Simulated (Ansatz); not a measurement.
Reaction (SMILES): [F][Al][F] → Al atom + 2 F atom
B3LYP-D3(BJ)/def2-TZVP geometries, fixed; electronic energies without zero-point terms.

How fast the atomisation energy converges with the basis for several methods (Ansatz, a first-principles code): deviation from each method's own reference, in kcal/mol. References: CCSD(T) 273.14 kcal/mol, Hartree-Fock in aug-cc-pV(Q+d)Z plus the correlation part extrapolated as X^-3 from aug-cc-pV(T+d)Z and aug-cc-pV(Q+d)Z; HF 205.46 kcal/mol, the value in pcseg-4; MP2 292.04 kcal/mol, Hartree-Fock in aug-cc-pV(Q+d)Z plus the correlation part extrapolated as X^-3 from aug-cc-pV(T+d)Z and aug-cc-pV(Q+d)Z; PBE 274.47 kcal/mol, the value in aug-cc-pV(5+d)Z; PBE0 264.17 kcal/mol, the value in aug-cc-pV(5+d)Z; wB97M-V 266.78 kcal/mol, the value in aug-cc-pV(5+d)Z. Cartesian d functions, on some or all atoms, in 6-31+G*, 6-311G**; all else is spherical. In correlated methods cores are frozen. Open shells are unrestricted. No added dispersion term, no relativity. Functionals ending in -V hold VV10 correlation. 

```csv
basis,functions,CCSD(T),HF,MP2,PBE,PBE0,wB97M-V
6-31G,31,-69.15,…,-73.92,-40.91,-45.21,-43.93
cc-pV(D+d)Z,51,-36.04,…,-35.54,-6.83,-10.77,-7.47
6-31+G*,61,-20.60,…,-20.52,-8.30,-8.06,-7.03
6-311G**,63,-31.67,…,-32.83,-11.38,-13.32,-11.89
aug-pcseg-1,73,-14.45,…,-13.02,-6.00,-5.08,-4.13
def2-TZVP,99,-12.22,…,-11.00,-1.94,-2.41,-1.41
def2-TZVPP,104,-11.94,…,-10.92,-1.87,-2.35,-1.34
def2-TZVPD,123,-11.28,…,-10.03,-2.23,-2.35,-1.56
aug-cc-pV(T+d)Z,147,-8.51,…,-7.47,-1.45,-1.64,-1.36
def2-QZVPP,184,-4.84,…,-4.48,-0.34,-0.43,-0.41
pcseg-3,184,-2.84,…,-2.38,0.05,0.15,0.26
aug-cc-pV(Q+d)Z,249,-2.78,…,-2.34,0.13,0.07,-0.18
```

Q: Complete the blanks.

A: 
- 6-31G, HF: -48.10
- cc-pV(D+d)Z, HF: -16.45
- 6-31+G*, HF: -6.55
- 6-311G**, HF: -15.64
- aug-pcseg-1, HF: -2.59
- def2-TZVP, HF: -3.11
- def2-TZVPP, HF: -3.05
- def2-TZVPD, HF: -2.75
- aug-cc-pV(T+d)Z, HF: -2.25
- def2-QZVPP, HF: -0.78
- pcseg-3, HF: 0.23
- aug-cc-pV(Q+d)Z, HF: -0.33

Mean absolute deviation over 6-311G**, def2-TZVP, def2-TZVPP, def2-TZVPD, aug-cc-pV(T+d)Z: wB97M-V 3.51, PBE 3.77, PBE0 4.41, HF 5.36, MP2 14.45, CCSD(T) 15.12 kcal/mol.
